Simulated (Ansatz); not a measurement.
# C₂HSi+ (triplet): from Hartree-Fock to the top rungs, def2-TZVPP

The task here is to estimate one member of a computed series from the others.

Computed with Ansatz 0.2.0, Gaussian basis. Level: def2-TZVPP, core rule «outside noble gas», up to 7 orbitals frozen.

The runs, in order: UHF; ROHF; CCSD(T) on UHF.

2 further runs of the same task are left out: 2 set aside as unsound or not needed.

## The geometry

The geometry is a PBE0/def2-TZVP stationary point (not a proven minimum) of the parent state, kept for this charge and spin.

4 atoms, charge 1, spin multiplicity 3.

Atoms are counted from 1 here; the program's logs count them from 0.

Bond lengths: C1–C2 1.277 Å, C2–Si3 1.694 Å, Si3–H4 1.502 Å. Angles: C1–C2–Si3 166.4°, C2–Si3–H4 118.3°.

The first run:

File in.yaml:

```yaml
crystal:
  periodic: [false, false, false]
  atoms:
    - {symbol: C, position_ang: [0.000000, 0.010293, 1.919554]}
    - {symbol: C, position_ang: [0.000000, 0.134643, 0.648509]}
    - {symbol: Si, position_ang: [0.000000, -0.101792, -1.029371]}
    - {symbol: H, position_ang: [0.000000, 1.109295, -1.918604]}
basis:
  gaussian: {orbitals: def2-TZVPP}
total_charge: 1
magnetization: {spin_polarized: true, initial_magnetization: 2}
hamiltonian: {xc: hf}
output: {orbitals: {seedname: orbitals}}
```

Launch:

```console
$ ansatz run in.yaml --threads 1 --pin off --events-out ev --progress --plain --max-ram 2560MiB --backend cpu
```

Among the steps run: UHF; ROHF; CCSD(T) on UHF.

One of the session's tables, all rows but one given; the rest of the session is left out.

```
  method  from UCCSD(T) (meV)
    ROHF             +10486.2
     UHF              +9533.1
    UMP2                    ?
   UCCSD               +544.4
UCCSD(T)                    0
```

Q: Estimate the row for UMP2 from the others.

As computed: from UCCSD(T) (meV): +2007.1. In the column «from UCCSD(T) (meV)» it lies between UCCSD (+544.4) and UHF (+9533.1).

To keep in mind: The determinant is far from a pure spin state, so its energy mixes those of several spin states (harmless only where they are near-degenerate, as at dissociation).
